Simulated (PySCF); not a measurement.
# [Li2Cl]+ at several levels of theory

All levels use the PBE0 minimum (singlet; Cl–Li 2.131 Å (×2); Li–Cl–Li 180.0°), basis [Cl def2-TZVP, Li def2-TZVP], no relativity, density fitting, no spin–orbit coupling, PySCF. For vertical energies the ionised species is a doublet (spins chosen at PBE0 and kept) and the electron-attached one a doublet. Open shells are unrestricted, also as the reference of the correlated levels. A dash marks a value that was not computed or is not defined at that level.

```json
{"level": "PBE0", "vertical IP (eV)": "15.82", "vertical EA (eV)": "4.03", "−ε(HOMO) (eV)": "12.85", "gap (eV)": "8.08"}
{"level": "CCSD(T)", "vertical IP (eV)": "15.61", "vertical EA (eV)": "3.64", "−ε(HOMO) (eV)": "–", "gap (eV)": "–"}
{"level": "HF", "vertical IP (eV)": "14.60", "vertical EA (eV)": "3.42", "−ε(HOMO) (eV)": "16.10", "gap (eV)": "12.69"}
{"level": "PBE", "vertical IP (eV)": "15.87", "vertical EA (eV)": "4.19", "−ε(HOMO) (eV)": "11.48", "gap (eV)": "6.13"}
{"level": "r2SCAN", "vertical IP (eV)": "15.83", "vertical EA (eV)": "3.97", "−ε(HOMO) (eV)": "11.75", "gap (eV)": "7.39"}
{"level": "B3LYP", "vertical IP (eV)": "15.90", "vertical EA (eV)": "4.13", "−ε(HOMO) (eV)": "12.59", "gap (eV)": "7.42"}
{"level": "TPSSh", "vertical IP (eV)": "15.80", "vertical EA (eV)": "4.00", "−ε(HOMO) (eV)": "12.10", "gap (eV)": "7.10"}
{"level": "MP2", "vertical IP (eV)": "15.74", "vertical EA (eV)": "3.61", "−ε(HOMO) (eV)": "–", "gap (eV)": "–"}
{"level": "LDA", "vertical IP (eV)": "16.17", "vertical EA (eV)": "4.16", "−ε(HOMO) (eV)": "11.63", "gap (eV)": "6.40"}
{"level": "M06-L", "vertical IP (eV)": "15.83", "vertical EA (eV)": "3.41", "−ε(HOMO) (eV)": "11.65", "gap (eV)": "6.45"}
```

For Li₂Cl⁺ itself CCSD(T) correlates 12 electrons; T1 = 0.003, D1 = 0.005, (T) = -21 kJ/mol.

Question: Which levels differ least and most from CCSD(T) in the vertical IP?

Answer: Least: MP2 (+0.13 eV); most: HF (-1.01 eV).
